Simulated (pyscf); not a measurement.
PySCF, gas phase, ωB97X-D3(BJ)/def2-SVP geometries. MP2 and CC: frozen core, UHF for open shells. ΔMP2 is the change of the MP2 total energy from the triple- to the quadruple-zeta basis.

SMILES: [SiH]O
```xyz
4

O      1.4842    -0.5325     0.6822
Si     0.9135     0.4922    -0.5060
H      0.8537    -1.0836     1.1604
H     -0.5893     0.1337    -0.3822
```
Charge 0, spin multiplicity 1.

Q: What is the homolytic dissociation enthalpy (298 K, CCSD(T)/def2-TZVPP + ΔMP2(QZVPP)) of the H–O bond of HO–SiH: [singlet], to [O=SiH]• + H•?

A: H–O to [O=SiH]• + H•: 3.59 eV. The radicals are drawn with the spin at the cut bond; how far it spreads was not checked. Other isomers of HO–SiH: [singlet] were not searched in full and may lie lower. The CCSD(T) − MP2 part came from Ansatz, without density fitting, on the same reference.
